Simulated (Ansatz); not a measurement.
**AlH3 (triplet): wave-function methods side by side at distance Al1–H3 = 1.655 Å, cc-pVDZ**

How much of the correlation energy of AlH3 (triplet) does each wave-function method recover here?

Computed with Ansatz 0.2.0, Gaussian basis. Level: cc-pVDZ, core rule «outside noble gas», up to 5 orbitals frozen.

To be run: UHF; CCSD(T) on ROHF; CCSD(T) on UHF; BCCD(T) on ROHF; CISD; CCSDT(Q) on ROHF; CCSDT(Q) on UHF; CASSCF and MRCISD+Q, 4 electrons in 4 orbitals; CASSCF and NEVPT2, 4 electrons in 4 orbitals; CASSCF and MRCISD+Q, 6 electrons in 7 orbitals; CASSCF and NEVPT2, 6 electrons in 7 orbitals; Full CI.

14 further runs of the same task are left out: 1 for a mislabelled method, 8 that didn't finish, 5 set aside as unsound or not needed.

## (1) The system

The geometry derives from a PBE0/def2-TZVP stationary point (not a proven minimum). One bond is set to the value named and the two fragments are kept rigid.

4 atoms, charge 0, spin multiplicity 3.

Atoms are counted from 1 here; the program's logs count them from 0.

Bond lengths: Al1–H2 1.590 Å, Al1–H3 1.655 Å, Al1–H4 1.843 Å, H3–H4 0.819 Å. Angles: H2–Al1–H3 101.8°, H2–Al1–H4 101.8°, H3–Al1–H4 26.4°, Al1–H3–H4 89.7°, Al1–H4–H3 63.9°.

## (2) UHF

File in.yaml:

```yaml
crystal:
  periodic: [false, false, false]
  atoms:
    - {symbol: Al, position_ang: [0.001441, 0.073097, -0.089631]}
    - {symbol: H, position_ang: [0.001441, -1.373725, -0.747980]}
    - {symbol: H, position_ang: [0.379204, -0.271920, 1.484308]}
    - {symbol: H, position_ang: [-0.419209, -0.311089, 1.662993]}
basis:
  gaussian: {orbitals: cc-pVDZ}
magnetization: {spin_polarized: true, initial_magnetization: 2}
hamiltonian: {xc: hf}
output: {orbitals: {seedname: orbitals}}
```

Command:

```console
ansatz run in.yaml --threads 1 --pin off --events-out ev --progress --plain --max-ram 2393MiB
```

The runs that follow: CCSD(T) on ROHF; CCSD(T) on UHF; BCCD(T) on ROHF; CISD; CCSDT(Q) on ROHF; CCSDT(Q) on UHF; CASSCF and MRCISD+Q, 4 electrons in 4 orbitals; CASSCF and NEVPT2, 4 electrons in 4 orbitals; CASSCF and MRCISD+Q, 6 electrons in 7 orbitals; CASSCF and NEVPT2, 6 electrons in 7 orbitals; Full CI.

**Question.** What will the summary of the whole plan be? Wanted: FCI below the RHF energy; RMP2 from FCI; UMP2 from FCI; RCCSD from FCI; RCCSD(T) from FCI; UCCSD(T) from FCI; RCCSDT(Q) from FCI; UCCSDT(Q) from FCI; NEVPT2 valence from FCI.

**Answer**, as computed:

```
                         quantity                                                                                value
         FCI below the RHF energy                                                                           -2.5718 eV
                    RMP2 from FCI                                                                      +15.17 kcal/mol
                    UMP2 from FCI                                                                      +15.09 kcal/mol
                   RCCSD from FCI                                                                       +1.37 kcal/mol
                RCCSD(T) from FCI                                                                       +0.37 kcal/mol
                UCCSD(T) from FCI                                                                       +0.36 kcal/mol
               RCCSDT(Q) from FCI                                                                       +0.01 kcal/mol
               UCCSDT(Q) from FCI                                                                        0.00 kcal/mol
          NEVPT2 valence from FCI                                                                      +11.85 kcal/mol
        MRCISD+Q valence from FCI                                                                       +0.36 kcal/mol
levels within 1 kcal/mol (43 meV)  RCCSD(T), UCCSD(T), BCCD(T), RCCSDT, UCCSDT, RCCSDT(Q), UCCSDT(Q), MRCISD+Q valence
                    T1 diagnostic                                                                                0.020
   effectively unpaired electrons                                                                                 2.02
```

**Reading.** RCCSD(T) misses by +0.37 kcal/mol, 0.6 % of the correlation energy. One determinant dominates. Of the multireference levels listed MRCISD+Q valence comes nearest in total energy (+0.36 kcal/mol), which doesn't show that its space is the better one. These misses are within one basis, not against nature; the frozen cores of restricted and unrestricted runs differ, which can shift their rows.
